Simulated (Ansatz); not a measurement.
# The aluminium atom (doublet): from Hartree-Fock to the top rungs, 6-31++G**

An exercise on one series of results from a longer session: the logs are not shown, and one member is left open.

Method: 6-31++G**, core rule «outside noble gas», up to 5 orbitals frozen; program: Ansatz 0.2.0, Gaussian basis.

To be run: UHF; CCSD(T) on ROHF; CCSD(T) on UHF; BCCD(T) on ROHF; CISD; CCSDT on ROHF; CCSDT on UHF; CASSCF and MRCISD+Q, 3 electrons in 4 orbitals; CASSCF and MRCISD+Q(relaxed), 3 electrons in 4 orbitals; CASSCF and NEVPT4(SD), 3 electrons in 4 orbitals; CASSCF and NEVPT2, 3 electrons in 4 orbitals.

**The atom**

A free atom, in its lowest state of this spin that the program finds.

1 atom, charge 0, spin multiplicity 2.

The first run:

in.yaml

```yaml
crystal:
  periodic: [false, false, false]
  atoms:
    - {symbol: Al, position_ang: [0.000000, 0.000000, 0.000000]}
basis:
  gaussian: {orbitals: "6-31++G**"}
magnetization: {spin_polarized: true, initial_magnetization: 1}
hamiltonian: {xc: hf}
output: {orbitals: {seedname: orbitals}}
```

The run is started by

```
$ ansatz run in.yaml --threads 1 --pin off --events-out ev --progress --plain --max-ram 2393MiB
```

Steps of the session up to this table: UHF; CCSD(T) on ROHF; CCSD(T) on UHF; BCCD(T) on ROHF; CISD; CCSDT on ROHF; CCSDT on UHF; CASSCF and MRCISD+Q, 3 electrons in 4 orbitals; CASSCF and MRCISD+Q(relaxed), 3 electrons in 4 orbitals; CASSCF and NEVPT4(SD), 3 electrons in 4 orbitals; CASSCF and NEVPT2, 3 electrons in 4 orbitals.

One table of the session follows, with a row left open; its other results are not shown here.

It belongs to the step «Misses and costs». 

| method | from RCCSD(T) (kcal/mol) |
| --- | --- |
| ROHF | +29.42 |
| UHF | +28.06 |
| RMP2 | +9.55 |
| UMP2 | +9.45 |
| CISD | +0.41 |
| RCCSD | +0.38 |
| UCCSD | +0.33 |
| RCCSD(T) | 0 |
| UCCSD(T) | -0.01 |
| BCCD(T) | 0.00 |
| RCCSDT | -0.15 |
| UCCSDT | -0.15 |
| CASSCF valence | +14.23 |
| NEVPT2 valence | +3.99 |
| NEVPT4(SD) valence | +0.36 |
| MRCISD valence | +0.01 |
| MRCISD+Q valence | ? |
| MRCISD+Q(relaxed) valence | -0.42 |

Estimate the missing values for MRCISD+Q valence.

**Answer.** from RCCSD(T) (kcal/mol): -0.35. In the column «from RCCSD(T) (kcal/mol)» it lies between MRCISD+Q(relaxed) valence (-0.42) and RCCSDT (-0.15).

Caveats from the session: Restricted and unrestricted rows rest on different reference determinants; where their highest levels disagree by more than a few hundredths of an eV, they describe different states and don't form one ladder.
